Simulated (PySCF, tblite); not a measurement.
# Complex of fluoromethane and dimethyl ether

A gas-phase complex of fluoromethane and dimethyl ether; neutral, singlet. The structure comes from a short search (6 tight-binding starts) and was relaxed by PBE0-D3(BJ)/def2-SVPD; another way of binding may lie lower. No frequency run checks that it is a minimum.

```
part            name  SMILES  atoms  charge  multiplicity
   1   fluoromethane      CF    1–5       0             1
   2  dimethyl ether     COC   6–14       0             1
```

```xyz
14

C    -0.147    0.205    0.242
F     1.172   -0.122   -0.009
H    -0.341    0.085    1.318
H    -0.313    1.252   -0.050
H    -0.797   -0.463   -0.339
C    -0.876   -3.348   -1.108
O    -1.763   -2.303   -1.391
C    -2.310   -2.381   -2.674
H    -1.381   -4.330   -1.162
H    -0.022   -3.353   -1.810
H    -0.494   -3.200   -0.090
H    -1.524   -2.347   -3.451
H    -2.892   -3.312   -2.810
H    -2.979   -1.522   -2.809
```
(Å; atoms numbered from 1)

Contacts between parts, classed by geometry: H5···O7 2.329 Å (C–H hydrogen bond, 165°).

Interaction energies are complex less parts, with the parts frozen as they stand in it; counterpoise-corrected, in kcal/mol (PySCF).

Give the interaction energy at each level run.


```csv
level,interaction,superposition error removed
wB97M-D3(BJ)/def2-SVPD,-2.03,-0.84
PBE0-D3(BJ)/def2-SVPD,-2.17,-0.76
```

What holds them together? Decompose the wB97M-D3(BJ)/def2-SVPD energy: frozen parts, their antisymmetrised product, then relaxation.

electrostatic -2.8, Pauli repulsion +2.7, orbital relaxation -1.8, dispersion correction -1.0 kcal/mol, which sum to the value before the counterpoise correction; the Pauli term holds the exchange-correlation of the frozen density too. Of the attraction, 51 % is electrostatic, 31 % is orbital relaxation, 18 % is dispersion correction, though superposition error inflates the orbital part.

The orbital term holds the superposition error of 0.8 kcal/mol.

The parts were also relaxed and run alone, at the levels used for the complex: shieldings by PBE0/pcSseg-1; core levels by delta-SCF with SCAN, pcX-2 on the ionised atom and pcseg-1 elsewhere, spin-free X2C.

How do these values change when the complex forms?


| property | alone | in the complex | change |
| --- | --- | --- | --- |
| C1–H5 bond (Å) | 1.099 | 1.099 | -0.001 |
| shielding of H5 (ppm) | 26.95 | 26.24 | -0.71 |
| shielding of O7 (ppm) | 333.9 | 333.9 | 0.0 |
| shielding of C1 (ppm) | 112.0 | 111.8 | -0.2 |
| C1 1s core level (eV) | 293.54 | 292.91 | -0.62 |
| F2 1s core level (eV) | 692.77 | 692.32 | -0.45 |
| O7 1s core level (eV) | 538.54 | 538.64 | +0.10 |

The 4 runs behind this took 3.2 min in all, one thread each of Arm Neoverse N1 on a shared host, launched as `OMP_NUM_THREADS=1 python cluster_run.py task.json out`.
